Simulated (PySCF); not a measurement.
PySCF input (M06-2X/def2-TZVPD):

```python
from pyscf import gto, scf, dft

mol = gto.M(
    atom='''
    H     0.01447342    0.08638095    2.15652780
    N     0.00783130    0.06957397    1.15314312
    C     0.00674851    1.15106397    0.33837805
    C    -0.00183715   -1.06265205    0.35791557
    C    -0.00329642    0.78425359   -0.97400704
    C    -0.00878289   -0.64908884   -0.95028013
    H    -0.00286866   -2.04741204    0.79197534
    H    -0.00643389    1.42496570   -1.83754978
    H    -0.01698230   -1.29241246   -1.81499389
    ''',
    basis='def2-tzvpd',
    charge=0,
    spin=1,
    verbose=4,
)

mf = dft.UKS(mol, xc='m062x').density_fit(auxbasis='def2-universal-jkfit')
mf.grids.level = 4
mf.conv_tol = 1e-9
mf.max_cycle = 100
mf.max_memory = 1500
mf.kernel()
if not mf.converged:
    mf = mf.newton()
    mf.kernel(mf.make_rdm1())
for _ in range(2):
    mo, _, stable, _ = mf.stability(return_status=True)
    if stable:
        break
    mf.kernel(mf.make_rdm1(mo, mf.mo_occ))
mf.analyze()
```

Output:

```
PySCF version 2.14.0

[INPUT] verbose = 4
[INPUT] num. atoms = 9
[INPUT] num. electrons = 35
[INPUT] charge = 0
[INPUT] spin (= nelec alpha-beta = 2S) = 1
[INPUT] symmetry False subgroup None
[INPUT] Mole.unit = angstrom
[INPUT] Symbol           X                Y                Z      unit          X                Y                Z       unit  Magmom
[INPUT]  1 H      0.014473420000   0.086380950000   2.156527800000 AA    0.027350799886   0.163236337880   4.075246922011 Bohr   0.0
[INPUT]  2 N      0.007831300000   0.069573970000   1.153143120000 AA    0.014799012199   0.131475748699   2.179124679226 Bohr   0.0
[INPUT]  3 C      0.006748510000   1.151063970000   0.338378050000 AA    0.012752835649   2.175195655155   0.639441841064 Bohr   0.0
[INPUT]  4 C     -0.001837150000  -1.062652050000   0.357915570000 AA   -0.003471710350  -2.008121340208   0.676362403018 Bohr   0.0
[INPUT]  5 C     -0.003296420000   0.784253590000  -0.974007040000 AA   -0.006229330992   1.482024497307  -1.840606548998 Bohr   0.0
[INPUT]  6 C     -0.008782890000  -0.649088840000  -0.950280130000 AA   -0.016597256682  -1.226600138112  -1.795769187316 Bohr   0.0
[INPUT]  7 H     -0.002868660000  -2.047412040000   0.791975340000 AA   -0.005420981744  -3.869048019737   1.496616490009 Bohr   0.0
[INPUT]  8 H     -0.006433890000   1.424965700000  -1.837549780000 AA   -0.012158290016   2.692794909899  -3.472465824455 Bohr   0.0
[INPUT]  9 H     -0.016982300000  -1.292412460000  -1.814993890000 AA   -0.032091895965  -2.442305589375  -3.429841369859 Bohr   0.0

nuclear repulsion = 152.600134023564
number of shells = 85
number of NR pGTOs = 304
number of NR cGTOs = 221
basis = def2-tzvpd
ecp = {}

******** <class 'pyscf.df.df_jk.DFUKS'> ********
method = DFUKS
initial guess = minao
damping factor = 0
level_shift factor = 0
DIIS = <class 'pyscf.scf.diis.CDIIS'>
diis_start_cycle = 1
diis_space = 8
diis_damp = 0
SCF conv_tol = 1e-09
SCF conv_tol_grad = None
SCF max_cycles = 100
direct_scf = False
number electrons alpha = 18  beta = 17
XC library pyscf.dft.libxc version 7.1.2
    S. Lehtola, C. Steigemann, M. J. T. Oliveira, and M. A. L. Marques,  SoftwareX 7, 1–5 (2018)
XC functionals = m062x
    Y. Zhao and D. G. Truhlar,  Theor. Chem. Acc. 120, 215 (2008)
    Y. Zhao and D. G. Truhlar,  Theor. Chem. Acc. 120, 215 (2008)
radial grids:
    Treutler-Ahlrichs [JCP 102, 346 (1995); DOI:10.1063/1.469408] (M4) radial grids

becke partition: Becke, JCP 88, 2547 (1988); DOI:10.1063/1.454033
pruning grids: <function nwchem_prune>
grids dens level: 4
symmetrized grids: False
atomic radii adjust function: <function treutler_atomic_radii_adjust>
small_rho_cutoff = 0
Set gradient conv threshold to 3.16228e-05
tot grids = 205144
******** <class 'pyscf.df.df.DF'> ********
auxbasis = def2-universal-jkfit
init E= -210.629122586011
[...]
  beta  nocc = 17  HOMO = -0.26582864693313  LUMO = -0.0772775072083789
  HOMO = -0.265828646933  LUMO = -0.0772775072084  gap/eV = 5.13074
Extra cycle  E= -209.46250536848  delta_E= -2.91e-11  |g|= 8.1e-06  |ddm|= 3.22e-05
converged SCF energy = -209.46250536848  <S^2> = 0.76145938  2S+1 = 2.0114267
uhf_internal: lowest eigs of H = [0.09018376 0.21643403 0.27529313]
<class 'pyscf.df.df_jk.DFUKS'> wavefunction is stable in the internal stability analysis
**** SCF Summaries ****
Total Energy =                        -209.462505368479981
Nuclear Repulsion Energy =             152.600134023564181
One-electron Energy =                 -583.409395315874917
Two-electron Energy =                  221.346755923830727
Two-electron Coulomb Energy =          251.354547735410392
DFT Exchange-Correlation Energy =      -30.007791811579661
HOMO-LUMO gap [eV] =                     5.130737847561162
**** MO energy ****
                             alpha | beta                alpha | beta
MO #1   energy= -14.8024744082724  | -14.8021816415804  occ= 1 | 1
MO #2   energy= -10.5927223525225  | -10.5815543462787  occ= 1 | 1
MO #3   energy= -10.5643759075524  | -10.5641321449641  occ= 1 | 1
MO #4   energy= -10.5297548556313  | -10.5290893353754  occ= 1 | 1
MO #5   energy= -10.5286879581157  | -10.528354281382   occ= 1 | 1
MO #6   energy= -1.10049223114835  | -1.09243652407456  occ= 1 | 1
MO #7   energy= -0.880607748204696 | -0.875930120143991 occ= 1 | 1
MO #8   energy= -0.815524076087982 | -0.797781763012757 occ= 1 | 1
MO #9   energy= -0.680063487490059 | -0.676432842274636 occ= 1 | 1
MO #10  energy= -0.654272772923792 | -0.646708057955546 occ= 1 | 1
MO #11  energy= -0.593016870328697 | -0.567406821653002 occ= 1 | 1
MO #12  energy= -0.512331310260934 | -0.507147411572442 occ= 1 | 1
MO #13  energy= -0.496234234452369 | -0.489187082428592 occ= 1 | 1
MO #14  energy= -0.468923786708096 | -0.462239172019663 occ= 1 | 1
MO #15  energy= -0.456084215070879 | -0.448545447970506 occ= 1 | 1
MO #16  energy= -0.343418440745502 | -0.311402322274567 occ= 1 | 1
MO #17  energy= -0.309966368343033 | -0.26582864693313  occ= 1 | 1
MO #18  energy= -0.280504188728079 | -0.0772775072083789 occ= 1 | 0
MO #19  energy= 0.0163673503073639 | 0.0169113528924802 occ= 0 | 0
MO #20  energy= 0.0389921712498484 | 0.0393100124976701 occ= 0 | 0
MO #21  energy= 0.0472409982280314 | 0.0530650817763885 occ= 0 | 0
MO #22  energy= 0.0615740718877414 | 0.0648824889568884 occ= 0 | 0
MO #23  energy= 0.0658681583860905 | 0.0705813096717305 occ= 0 | 0
MO #24  energy= 0.0707652509412395 | 0.08247123295072   occ= 0 | 0
MO #25  energy= 0.0988275761480089 | 0.0997775973069855 occ= 0 | 0
MO #26  energy= 0.104012347834214  | 0.104784112118097  occ= 0 | 0
MO #27  energy= 0.133477268527442  | 0.12797186259951   occ= 0 | 0
MO #28  energy= 0.144422017453412  | 0.138847225487444  occ= 0 | 0
MO #29  energy= 0.154943915066681  | 0.154135577177513  occ= 0 | 0
MO #30  energy= 0.167407106414968  | 0.167244706553942  occ= 0 | 0
MO #31  energy= 0.168557227112368  | 0.167661627924255  occ= 0 | 0
MO #32  energy= 0.189297799718449  | 0.177614208075764  occ= 0 | 0
MO #33  energy= 0.189331996823627  | 0.178465846226959  occ= 0 | 0
MO #34  energy= 0.205112810790301  | 0.202090493791475  occ= 0 | 0
MO #35  energy= 0.211293841660496  | 0.207962125658776  occ= 0 | 0
MO #36  energy= 0.228308472437985  | 0.220847984218778  occ= 0 | 0
MO #37  energy= 0.237462109636106  | 0.228893392467263  occ= 0 | 0
MO #38  energy= 0.255298125905405  | 0.245427401871962  occ= 0 | 0
MO #39  energy= 0.257390187201418  | 0.248782960827524  occ= 0 | 0
MO #40  energy= 0.260507482450103  | 0.25612798705687   occ= 0 | 0
MO #41  energy= 0.265550092287385  | 0.257905260001993  occ= 0 | 0
MO #42  energy= 0.27206841921268   | 0.272911765773483  occ= 0 | 0
MO #43  energy= 0.285727079770234  | 0.279275989272827  occ= 0 | 0
MO #44  energy= 0.29398789715784   | 0.290413717758873  occ= 0 | 0
MO #45  energy= 0.304369704813361  | 0.304816266024809  occ= 0 | 0
MO #46  energy= 0.3148340299694    | 0.314035597847654  occ= 0 | 0
MO #47  energy= 0.321588924392897  | 0.317067577772056  occ= 0 | 0
MO #48  energy= 0.325521527158816  | 0.317222022312194  occ= 0 | 0
MO #49  energy= 0.329334953180723  | 0.32701624404661   occ= 0 | 0
MO #50  energy= 0.333746100174738  | 0.335431247233629  occ= 0 | 0
MO #51  energy= 0.338284339752974  | 0.338369276709841  occ= 0 | 0
MO #52  energy= 0.369482650521143  | 0.365016522463694  occ= 0 | 0
MO #53  energy= 0.370288348462149  | 0.367541328200269  occ= 0 | 0
MO #54  energy= 0.387222889484231  | 0.380544564256398  occ= 0 | 0
MO #55  energy= 0.389419811948688  | 0.381734528959853  occ= 0 | 0
MO #56  energy= 0.390456000039962  | 0.392002997745652  occ= 0 | 0
MO #57  energy= 0.408856954450991  | 0.401828878453615  occ= 0 | 0
MO #58  energy= 0.420517180337755  | 0.418514771892568  occ= 0 | 0
MO #59  energy= 0.431836860759782  | 0.424241970537819  occ= 0 | 0
MO #60  energy= 0.445716849672458  | 0.444329751846964  occ= 0 | 0
MO #61  energy= 0.460413084424996  | 0.444557726667909  occ= 0 | 0
MO #62  energy= 0.46145480519017   | 0.45996834267774   occ= 0 | 0
MO #63  energy= 0.469244533630526  | 0.466894794424216  occ= 0 | 0
MO #64  energy= 0.483797891701026  | 0.477481051363099  occ= 0 | 0
MO #65  energy= 0.500082457251786  | 0.494531248036525  occ= 0 | 0
MO #66  energy= 0.502083848546661  | 0.502553477826664  occ= 0 | 0
MO #67  energy= 0.514168985846885  | 0.510139770028307  occ= 0 | 0
MO #68  energy= 0.523274514653901  | 0.514381050783312  occ= 0 | 0
MO #69  energy= 0.532326734906129  | 0.539129297145043  occ= 0 | 0
MO #70  energy= 0.553417958054137  | 0.549421423904591  occ= 0 | 0
MO #71  energy= 0.563691424515848  | 0.560699036873623  occ= 0 | 0
MO #72  energy= 0.583309359844284  | 0.583713567441054  occ= 0 | 0
MO #73  energy= 0.602760784119275  | 0.602698761426148  occ= 0 | 0
MO #74  energy= 0.607421646796688  | 0.606947023158512  occ= 0 | 0
MO #75  energy= 0.617597871394503  | 0.61502583472031   occ= 0 | 0
MO #76  energy= 0.631893856170327  | 0.631908168735388  occ= 0 | 0
MO #77  energy= 0.659409448668138  | 0.648195896189956  occ= 0 | 0
MO #78  energy= 0.684729977522782  | 0.673784050383321  occ= 0 | 0
MO #79  energy= 0.688235455519922  | 0.69037117751867   occ= 0 | 0
MO #80  energy= 0.699254189510893  | 0.700412415938151  occ= 0 | 0
MO #81  energy= 0.705335234819126  | 0.702432070888015  occ= 0 | 0
MO #82  energy= 0.70967816285629   | 0.70951497856818   occ= 0 | 0
MO #83  energy= 0.723539598962758  | 0.723698080346419  occ= 0 | 0
MO #84  energy= 0.73402347130214   | 0.730549142507757  occ= 0 | 0
MO #85  energy= 0.745040495140986  | 0.74406075001015   occ= 0 | 0
MO #86  energy= 0.755164521876142  | 0.754315408478795  occ= 0 | 0
MO #87  energy= 0.764858346466945  | 0.764412603800318  occ= 0 | 0
MO #88  energy= 0.795001180150299  | 0.796957720800916  occ= 0 | 0
MO #89  energy= 0.81367659704429   | 0.811268768490449  occ= 0 | 0
MO #90  energy= 0.842117740811491  | 0.825949931913008  occ= 0 | 0
MO #91  energy= 0.862022511343104  | 0.863718433954427  occ= 0 | 0
MO #92  energy= 0.866387550603412  | 0.866955055551447  occ= 0 | 0
MO #93  energy= 0.917980346540034  | 0.915666267889233  occ= 0 | 0
MO #94  energy= 0.921302740174587  | 0.919362395183819  occ= 0 | 0
MO #95  energy= 0.955664222930821  | 0.95824223077448   occ= 0 | 0
MO #96  energy= 0.968308549750074  | 0.958883050476734  occ= 0 | 0
MO #97  energy= 0.992185453129318  | 0.994130616644654  occ= 0 | 0
MO #98  energy= 1.01718714774975   | 1.02008984954869   occ= 0 | 0
MO #99  energy= 1.04158240260369   | 1.04566092814747   occ= 0 | 0
MO #100 energy= 1.08074249691342   | 1.08142913519411   occ= 0 | 0
MO #101 energy= 1.10619119959199   | 1.10499454995178   occ= 0 | 0
MO #102 energy= 1.15740480469332   | 1.14984694888731   occ= 0 | 0
MO #103 energy= 1.16752064308092   | 1.16910675320761   occ= 0 | 0
MO #104 energy= 1.2221908567708    | 1.21746331882292   occ= 0 | 0
[...]
```

It need not be the lowest isomer of its formula.
